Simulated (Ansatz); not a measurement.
Elastic constant C11 (GPa) of solids drawn from the class of elemental solids other than molecular ones, at two levels: PBEsol in Ansatz (plane waves, PAW), and r²SCAN (plane waves, PAW; Ansatz, an electronic-structure program).

| solid | PBEsol | r²SCAN | shift (%) |
|---|---|---|---|
| hcp Zn | 215 | 222 | +3.3 |
| fcc Rh | 471 | 447 | -5.1 |
| double-hcp La | 56.2 | 42.7 | -24 |
| fcc Ag | 145 | 124 | -14.5 |
| hcp Tl | 40.2 | 33.4 | -16.9 |
| fcc Pb | 55.3 | 50.5 | -8.7 |
| hcp Zr | 147 | 153 | +4.1 |
| fcc Al | 112 | 132 | +17.9 |
| hcp Y | 77.5 | 76.9 | -0.8 |
| hcp Be | 326 | 338 | +3.7 |

The shifts run from -24 % to +17.9 %, with a median of -2.9 %.

Over all 10 rows r²SCAN is the larger in 4.

Ansatz's runs of these crystals have no spin polarisation. Meta-GGA and hybrid levels favour moments, which can bear on fcc Rh, hcp Y.

Spin–orbit coupling is left out, also for the solids with elements from indium on (double-hcp La, hcp Tl, fcc Pb); its size isn't shown.

Each level is taken at its own relaxed cell. Ansatz's density-functional and Hartree–Fock values are scalar-relativistic unless marked +SOC, with PAW data made under PBE.
